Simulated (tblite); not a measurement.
Input of a run (GFN2-xTB geometry optimisation, gas phase (tblite 0.8.0)), started from a force field or distance geometry:
```
{"job": {"kind": "relax", "xc": "GFN2-xTB", "basis": "xTB"}, "charge": 0, "multiplicity": 2}
C      1.262000    -0.368200    -0.298500
C     -0.063200     0.147600     0.284700
C     -0.372300     1.530600    -0.196900
Cl    -0.365400     2.709200     1.117700
C     -1.195200    -0.809300    -0.014200
Cl    -0.869100    -2.421700     0.652700
H      1.014500    -0.995700    -1.159000
H      1.706600    -0.995800     0.490000
H      1.964600     0.444800    -0.489100
H      0.104800     0.232600     1.406100
H      0.195000     1.835400    -1.085600
H     -2.133300    -0.392500     0.403900
H     -1.253300    -0.916500    -1.129500
```

Output (eV, eV/Å):
```
step      E/eV     max force
  0    -575.51748    1.687
  1    -575.63675    0.984
  2    -575.70793    0.611
  3    -575.74552    0.635
  4    -575.78248    0.607
  5    -575.80568    0.387
  6    -575.82188    0.293
  7    -575.82947    0.232
  8    -575.83428    0.194
  9    -575.83840    0.188
 10    -575.84332    0.207
 11    -575.84828    0.195
 12    -575.85272    0.156
 13    -575.85688    0.197
 14    -575.86226    0.216
 15    -575.87005    0.273
 16    -575.87926    0.374
 17    -575.88670    0.311
 18    -575.89157    0.160
 19    -575.89552    0.161
 20    -575.89972    0.186
 21    -575.90445    0.287
 22    -575.90608    0.391
 23    -575.91070    0.150
 24    -575.91242    0.095
 25    -575.91423    0.097
 26    -575.91540    0.122
 27    -575.91712    0.120
 28    -575.91841    0.098
 29    -575.92031    0.139
 30    -575.92300    0.219
 31    -575.92656    0.234
 32    -575.92988    0.147
 33    -575.93238    0.135
 34    -575.93449    0.137
 35    -575.93713    0.207
 36    -575.93983    0.183
 37    -575.94169    0.115
 38    -575.94280    0.116
 39    -575.94415    0.105
 40    -575.94590    0.114
 41    -575.94757    0.086
 42    -575.94921    0.103
 43    -575.95048    0.107
 44    -575.95236    0.112
 45    -575.95458    0.120
 46    -575.95669    0.140
 47    -575.95854    0.112
 48    -575.96020    0.098
 49    -575.96099    0.097
 50    -575.96188    0.068
 51    -575.96227    0.055
 52    -575.96275    0.060
 53    -575.96305    0.059
 54    -575.96337    0.033
 55    -575.96354    0.033
 56    -575.96368    0.028
 57    -575.96383    0.038
 58    -575.96400    0.038
 59    -575.96417    0.034
 60    -575.96436    0.036
 61    -575.96457    0.041
 62    -575.96482    0.049
 63    -575.96512    0.048
 64    -575.96549    0.050
 65    -575.96595    0.052
 66    -575.96638    0.049
 67    -575.96667    0.045
 68    -575.96686    0.036
 69    -575.96705    0.036
 70    -575.96734    0.045
 71    -575.96770    0.044
 72    -575.96793    0.024
 73    -575.96803    0.019
 74    -575.96808    0.021
 75    -575.96817    0.027
 76    -575.96831    0.033
 77    -575.96846    0.031
 78    -575.96855    0.031
 79    -575.96860    0.014
 80    -575.96864    0.015
 81    -575.96867    0.015
 82    -575.96870    0.022
 83    -575.96873    0.021
 84    -575.96877    0.013
 85    -575.96879    0.011
 86    -575.96880    0.008
```

Question: Summarise the run.

Answer: The energy falls by 0.451 eV over 86 L-BFGS steps, the largest force on an atom goes from 1.69 to 0.008 eV/Å, and the atoms move by 0.407 Å rms after alignment. The bond that changes most is C3–Cl4 (ends: carbon bonded to C, Cl and H; chlorine bonded to C), which shortens by 0.073 Å. Bonds longer at the end by more than 0.005 Å: 2 of 12; shorter: 10. Among the angles that change most is C2–C3–Cl4, from 112.1° to 119.9°. Among the dihedrals that turn most is C1–C2–C3–Cl4, from -115° to -159°. The energy never rose by more than 1e-5 eV on the way. The first step brought 26 % of the lowering.

Question: What are the final bond lengths?

Answer: C1–C2 1.528 Å, C2–C3 1.481 Å, C3–Cl4 1.693 Å, C2–C5 1.543 Å, C5–Cl6 1.782 Å, C1–H7 1.087 Å, C1–H8 1.086 Å, C1–H9 1.086 Å, C2–H10 1.096 Å, C3–H11 1.075 Å, C5–H12 1.090 Å, C5–H13 1.090 Å. Numbering counts from 1 in the input's order; the species is `C[C@@H]([CH]Cl)CCl` [radical].

Its GFN2-xTB frequencies are all real (lowest 50 cm⁻¹). 3 starts were optimised and ended at 0.00, 0.23 and 0.36 kcal/mol (GFN2-xTB); the lowest of these is shown.

One conformer stands for the species.

All values are computed, not measured.
